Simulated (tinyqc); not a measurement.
Worked calculation: extended Hueckel theory, for LiF-. The parameters take no account of the charge, which enters only through the electron count, and nothing here shows that the anion is bound. One step of it, computed by the program tinyqc.

Question. Wolfsberg-Helmholz matrix. H_ij = K' S_ij (H_ii + H_jj)/2 for i != j (the diagonal keeps H_ii), with K' = K + D^2 + D^4 (1 - K), D = (H_ii - H_jj)/(H_ii + H_jj), K = 1.75.

overlap S, lower triangle:
```
            1Li 2s   1Li 2px   1Li 2py    1Li 2pz     2F 2s    2F 2px    2F 2py    2F 2pz
1Li 2s    1.000000
1Li 2px   0.000000  1.000000
1Li 2py   0.000000  0.000000  1.000000
1Li 2pz   0.000000  0.000000  0.000000   1.000000
2F 2s     0.270291  0.000000  0.000000   0.408370  1.000000
2F 2px    0.000000  0.131866  0.000000   0.000000  0.000000  1.000000
2F 2py    0.000000  0.000000  0.131866   0.000000  0.000000  0.000000  1.000000
2F 2pz   -0.070136  0.000000  0.000000  -0.077865  0.000000  0.000000  0.000000  1.000000
```

diagonal H_ii (eV): 1Li 2s -5.400000, 1Li 2px -3.500000, 1Li 2py -3.500000, 1Li 2pz -3.500000, 2F 2s -40.000000, 2F 2px -18.100000, 2F 2py -18.100000, 2F 2pz -18.100000

K = 1.750000

Give: H.

Answer.

H (eV), lower triangle:
```
           1Li 2s  1Li 2px  1Li 2py   1Li 2pz     2F 2s    2F 2px    2F 2py    2F 2pz
1Li 2s    -5.4000
1Li 2px    0.0000  -3.5000
1Li 2py    0.0000   0.0000  -3.5000
1Li 2pz    0.0000   0.0000   0.0000   -3.5000
2F 2s    -12.7486   0.0000   0.0000  -18.4950  -40.0000
2F 2px     0.0000  -2.9200   0.0000    0.0000    0.0000  -18.1000
2F 2py     0.0000   0.0000  -2.9200    0.0000    0.0000    0.0000  -18.1000
2F 2pz     1.6301   0.0000   0.0000    1.7242    0.0000    0.0000    0.0000  -18.1000
```
